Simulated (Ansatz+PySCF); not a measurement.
Results of a calculation; reference values are marked as such.
This PySCF input gave a total energy of -156.56161 hartree.

```python
from pyscf import gto, scf, mp

mol = gto.M(atom="""
C 0.000000 0.004000 -0.668330
C 0.000000 -0.004000 0.668330
C 0.000000 1.225480 -1.527150
C 0.000000 -1.225480 1.527150
H 0.000000 -0.961150 -1.193910
H 0.000000 0.961150 1.193910
H 0.000000 2.146080 -0.924440
H 0.883080 1.251530 -2.188120
H -0.883080 1.251530 -2.188120
H 0.000000 -2.146080 0.924440
H 0.883080 -1.251530 2.188120
H -0.883080 -1.251530 2.188120
""", basis='def2-svp', charge=0, spin=0)
mf = scf.UHF(mol)
mf.kernel()
pt = mp.MP2(mf, frozen=4).run()
print(mf.e_tot, pt.e_corr, pt.e_tot)
```

(1) Write an input for Ansatz with the same method and basis set.

## Answers

(1)

```yaml
crystal:
  periodic: [false, false, false]
  atoms:
    - { symbol: C, position_ang: [0.0, 0.004, -0.66833] }
    - { symbol: C, position_ang: [0.0, -0.004, 0.66833] }
    - { symbol: C, position_ang: [0.0, 1.22548, -1.52715] }
    - { symbol: C, position_ang: [0.0, -1.22548, 1.52715] }
    - { symbol: H, position_ang: [0.0, -0.96115, -1.19391] }
    - { symbol: H, position_ang: [0.0, 0.96115, 1.19391] }
    - { symbol: H, position_ang: [0.0, 2.14608, -0.92444] }
    - { symbol: H, position_ang: [0.88308, 1.25153, -2.18812] }
    - { symbol: H, position_ang: [-0.88308, 1.25153, -2.18812] }
    - { symbol: H, position_ang: [0.0, -2.14608, 0.92444] }
    - { symbol: H, position_ang: [0.88308, -1.25153, 2.18812] }
    - { symbol: H, position_ang: [-0.88308, -1.25153, 2.18812] }
basis:
  gaussian: { orbitals: def2-SVP }
magnetization:
  spin_polarized: true
hamiltonian:
  xc: hf
correlation:
  method: mp2
  frozen_orbitals: { C: 1, H: 0 }
scf:
  omitted_lower_state_checks: [stability, starts, atomic_configurations, cluster_reference, orbital_swaps, given_window_search, neighbouring_geometries, increment]
```

Ansatz (development build ahead of 0.2.0) gave -156.56160 hartree, 0.19 meV from the first.
